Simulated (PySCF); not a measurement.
Gas-phase reaction: NH3 + 2 BCl + 2 HCl = BCl3.NH3 + BH2Cl

Energies from PySCF (xtb for GFN2), thermal terms from the rigid-rotor harmonic-oscillator model, ideal gas at 1 bar. † marks an energy on the PBE0/def2-TZVP geometry and frequencies; other levels use their own. 6-31G* has spherical d functions here. All species are closed-shell singlets. B3LYP is the form with VWN-RPA correlation. Adducts (BCl3.NH3) have no counterpoise correction, and HF, PBE, BLYP, B3LYP and PBE0 lack dispersion. BCl3.NH3, BH2Cl: computed as isolated molecules; such fragments, hydroxides, amides, oligomers or adducts are transient or little studied in the gas.

| level | ΔH°(298 K), kJ |
|---|---|
| B3LYP/6-31G* | -826 |
| GFN2-xTB | -807 |
| PBE/def2-SVP | [?] |
| PBE/def2-TZVP† | [?] |
| PBE0/def2-TZVP | [?] |
| r2SCAN/def2-TZVP† | [?] |
| ωB97M-V/def2-TZVP† | -782 |
| ωB97X-V/def2-TZVP† | -806 |

**Question.** Some entries are withheld; supply them.

**Answer.** 
- PBE/def2-SVP, ΔH°(298 K), kJ: -850
- PBE/def2-TZVP†, ΔH°(298 K), kJ: -785
- PBE0/def2-TZVP, ΔH°(298 K), kJ: -812
- r2SCAN/def2-TZVP†, ΔH°(298 K), kJ: -820
